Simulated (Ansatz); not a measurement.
Results of LC-ωPBE in Ansatz (plane waves, PAW) for CsCl-type TlBr.

Run with plane-wave cutoff 460 eV, 6×6×6 k mesh, Fermi–Dirac smearing 0.01 eV, scalar-relativistic PAW data made under PBE.

Equation-of-state points:

```
V (Å³/atom)  E − E_lowest (meV/atom)  P (GPa)
-----------  -----------------------  -------
30.142                          8.13    1.538
31.161                          1.40    0.611
31.754                          0.00    0.151
32.759                          1.21   -0.515
33.558                          4.90   -0.956
```

**Question.** Estimate the bulk modulus and its pressure derivative from these points.

**Answer.** V0 = 31.965 Å³/atom, B0 = 22.4 GPa, B′ = 5.4 (fit to the energies at full precision).

Measured, for comparison: equilibrium volume per atom 31.62 Å³/atom (temperature not stated, not corrected to a static lattice; as tabulated in Du and Singh (2010), arXiv:1001.5458). Computed (rounded) less measured: equilibrium volume per atom +1.1 %.

Spin–orbit coupling is not included; it can shift volumes and moduli of such heavy elements.

Computed values are for the static lattice.

Computing time: roughly 7 core-minutes.

Ansatz is a program for electronic structure.
